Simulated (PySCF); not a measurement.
**Worked example: correlation energy of CH4, singlet**

Geometry: MP2(full)/6-31G*, from the G2/97 set.

| atom | x (Å) | y (Å) | z (Å) |
| --- | --- | --- | --- |
| C | 0.0000 | 0.0000 | 0.0000 |
| H | 0.6291 | 0.6291 | 0.6291 |
| H | -0.6291 | -0.6291 | 0.6291 |
| H | 0.6291 | -0.6291 | -0.6291 |
| H | -0.6291 | 0.6291 | -0.6291 |

Basis cc-pVDZ; PySCF 2.14.0. Correlated methods freeze the noble-gas cores, which leaves 8 electrons in 33 orbitals. R marks a restricted (for open shells ROHF) determinant.

Full CI isn't at hand for all of this; RCCSDT(Q) serves as the reference, and is uncertain by about the last step of the cluster series.

```json
{"level": "RHF", "total energy (hartree)": "-40.198709"}
{"level": "RMP2", "total energy (hartree)": "-40.359920"}
{"level": "RCCSD", "total energy (hartree)": "-40.383412"}
{"level": "RCCSD(T)", "total energy (hartree)": "-40.387117"}
{"level": "RCCSDT", "total energy (hartree)": "-40.387509"}
{"level": "RCCSDT(Q)", "total energy (hartree)": "-40.387656"}
```

Problem. What is the correlation energy at RCCSDT(Q), and what share of it do RMP2 and RCCSD(T) recover?

Solution. E(corr) = -40.387656 − (-40.198709) = -0.188947 hartree = -5.142 eV. RMP2: -0.161211 / -0.188947 = 85.32 %. RCCSD(T): -0.188408 / -0.188947 = 99.71 %.

Problem. By how many kcal/mol does RCCSD(T) miss RCCSDT(Q) (1 hartree = 627.509 kcal/mol), and which steps make up the rest?

Solution. -40.387117 − (-40.387656) = 0.000539 hartree = 0.34 kcal/mol. Steps: RCCSDT − RCCSD(T) = -0.25, RCCSDT(Q) − RCCSDT = -0.09 kcal/mol. That is within 1 kcal/mol of the reference in this basis, which itself misses far more of the correlation at the basis-set limit.
